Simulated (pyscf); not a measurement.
Structures and frequencies: ωB97X-D3(BJ)/def2-SVP in PySCF. Correlated levels are frozen-core, on RHF or UHF. ΔMP2 is the change of the MP2 total energy from the triple- to the quadruple-zeta basis.

Q: How much does it cost (ΔH, 298 K, CCSD(T)/def2-TZVPP + ΔMP2(QZVPP)) to split H₃Si–SbH₂ at its Sb–Si bond into SiH₃• + SbH₂•?

A: Sb–Si to SiH₃• + SbH₂•: 2.54 eV. The CCSD(T) − MP2 part came from Ansatz, without density fitting, on the same reference. The frozen core leaves the outer d or s,p core shells of the metals and heavy elements correlated in the MP2 and CC values, and def2-TZVPP describes them poorly, which can shift differences by a few kcal/mol. Elements past Kr carry the def2 core potentials, without spin-orbit coupling.
